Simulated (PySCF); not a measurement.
C₆H₆.
Cartesian coordinates in Å at the GFN2-xTB level; atoms count from 1:
```xyz
12
C6H6 angstrom
C      3.284   -0.173   -0.028
C      1.988   -0.186    0.163
C      0.748   -0.205    0.358
C     -0.561   -0.218    0.543
C     -1.503    0.279   -0.425
C     -2.822    0.263   -0.236
H      3.714    0.219   -0.936
H      3.967   -0.553    0.715
H     -0.964   -0.618    1.466
H     -1.086    0.679   -1.340
H     -3.258   -0.129    0.668
H     -3.507    0.641   -0.975
```

The closed-shell SCF was solved with PySCF and density fitting under several settings on one GFN2-xTB geometry (grid level 2 and gas phase unless stated).

```
                                                                                                                      settings  basis functions  SCF cycles     E (Eh)  HOMO (eV)  LUMO (eV)  dipole (D)
LDA/STO-3G, IEF-PCM tetrahydrofuran, damping 0.3 at the start, DIIS from the seventh cycle, fitting basis def2-universal-jkfit               36          14  -227.1000      -3.62      -0.35        0.36
                                                                    OPBE/pcSseg-1, IEF-PCM dichloromethane, level shift 0.1 Eh              132          10  -232.0081      -5.58      -2.70        0.45
```

Task: Estimate the rows for these settings: (1) PBE0/ANO-RCC-VDZP, energy threshold 1e-06 Eh; (2) BLYP/STO-3G, IEF-PCM chloroform, grid level 1.

Result: 
```tsv
settings	basis functions	SCF cycles	E (Eh)	HOMO (eV)	LUMO (eV)	dipole (D)
PBE0/ANO-RCC-VDZP, energy threshold 1e-06 Eh	114	7	-231.9073	-6.30	-1.78	0.25
BLYP/STO-3G, IEF-PCM chloroform, grid level 1	36	10	-229.1294	-3.45	-0.20	0.32
```

Task: Over all rows, what range does the HOMO–LUMO gap span?

Result: From 2.88 eV (OPBE/pcSseg-1, IEF-PCM dichloromethane, level shift 0.1 Eh) to 4.52 eV (PBE0/ANO-RCC-VDZP, energy threshold 1e-06 Eh). The functional of the narrowest has no exact exchange, that of the widest 25 % exact exchange.

Task: And the dipole moment?

Result: From 0.25 D (PBE0/ANO-RCC-VDZP, energy threshold 1e-06 Eh) to 0.45 D (OPBE/pcSseg-1, IEF-PCM dichloromethane, level shift 0.1 Eh); the largest is 1.80 times the smallest, and the median is 0.34 D.

Whole jobs, the steps after the SCF included, on Intel Xeon 6975P-C, one thread, no GPU (shared host):

| settings | work after the SCF | wall time | peak memory |
| --- | --- | --- | --- |
| LDA/STO-3G, IEF-PCM tetrahydrofuran, damping 0.3 at the start, DIIS from the seventh cycle, fitting basis def2-universal-jkfit | 6 singlets by TDA, 5 Tamm–Dancoff triplets, polarisability | 1.7 s | 0.63 GiB |
| OPBE/pcSseg-1, IEF-PCM dichloromethane, level shift 0.1 Eh | shieldings | 6.5 s | 0.75 GiB |
| PBE0/ANO-RCC-VDZP, energy threshold 1e-06 Eh | shieldings | 11 s | 0.59 GiB |
| BLYP/STO-3G, IEF-PCM chloroform, grid level 1 | shieldings | 1.4 s | 0.63 GiB |

ANO-RCC sets were contracted for a scalar-relativistic Hamiltonian, but ran non-relativistically here. The structure is a single GFN2-xTB conformer; no vibrational corrections.
